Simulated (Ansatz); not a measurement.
H₂Si–Si, triplet: reading a ladder of total energies

Geometry: that of the H2Si–Si, singlet, kept fixed. The singlet lies 0.5 eV lower here.

```xyz
4

Si    0.0000    0.0000    1.0300
Si    0.0000    0.0000   -1.1633
H     0.0000    1.2361    1.8580
H     0.0000   -1.2361    1.8580
```

Basis cc-pVDZ; Ansatz 0.2.0. Correlated methods freeze the noble-gas cores, which leaves 10 electrons in 36 orbitals. R marks a restricted (for open shells ROHF) determinant.

Full CI isn't at hand for all of this; RCCSDTQ serves as the reference, and is uncertain by about the last step of the cluster series.

Runs differ by some tens of microhartree through their thresholds and, for an open shell, their frozen cores, so steps under 0.03 kcal/mol mean nothing.

```json
{"level": "RHF", "total energy (hartree)": "-578.924403"}
{"level": "RMP2", "total energy (hartree)": "-579.078660"}
{"level": "RCCSD", "total energy (hartree)": "-579.116027"}
{"level": "RCCSD(T)", "total energy (hartree)": "-579.122175"}
{"level": "RCCSDT", "total energy (hartree)": "-579.123549"}
{"level": "RCCSDT(Q)", "total energy (hartree)": "-579.123892"}
{"level": "RCCSDTQ", "total energy (hartree)": "-579.123937"}
```

Question: What is the correlation energy at RCCSDTQ, and what share of it do RMP2 and RCCSDT recover?

Answer: E(corr) = -579.123937 − (-578.924403) = -0.199534 hartree = -5.430 eV. RMP2: -0.154257 / -0.199534 = 77.31 %. RCCSDT: -0.199146 / -0.199534 = 99.81 %.

Question: By how many kcal/mol does RCCSD(T) miss RCCSDTQ (1 hartree = 627.509 kcal/mol), and which steps make up the rest?

Answer: -579.122175 − (-579.123937) = 0.001762 hartree = 1.11 kcal/mol. Steps: RCCSDT − RCCSD(T) = -0.86, RCCSDT(Q) − RCCSDT = -0.22, RCCSDTQ − RCCSDT(Q) = -0.03 kcal/mol. Differences between like states or geometries often cancel part of this.
